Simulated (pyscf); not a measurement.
SiH₄ + CH₃• → SiH₃• + CH₄, a hydrogen abstraction (doublet surface; H–Si broken, C–H formed). Structures and frequencies: ωB97X-D3(BJ)/def2-SVP in PySCF. MP2 and CC: frozen core, UHF for open shells. ΔMP2 is the change of the MP2 total energy from the triple- to the quadruple-zeta basis. Energies in eV from the separated reactants.

AM1 to PM7: differences of heats of formation from MOPAC. Open shells are spin-unrestricted. 

In single points AM1 puts the saddle at 0.23 eV and the reaction energy at -0.78 eV. Should these be trusted to within a few kcal/mol? Compare with CCSD(T)/def2-TZVPP + ΔMP2(QZVPP).

CCSD(T)/def2-TZVPP + ΔMP2(QZVPP) gives ΔE‡ = 0.39 eV and ΔE = -0.68 eV. AM1 lies 0.16 eV under it in the barrier and 0.10 eV under it in the reaction energy, so on this step it does not hold to within 0.13 eV. CCSD(T)/def2-TZVPP + ΔMP2(QZVPP) has limits of its own. One saddle was located; it need not be the lowest between these sides. The angle at the transferred H is 180°. The CCSD(T) − MP2 part came from Ansatz, without density fitting, on the same reference.
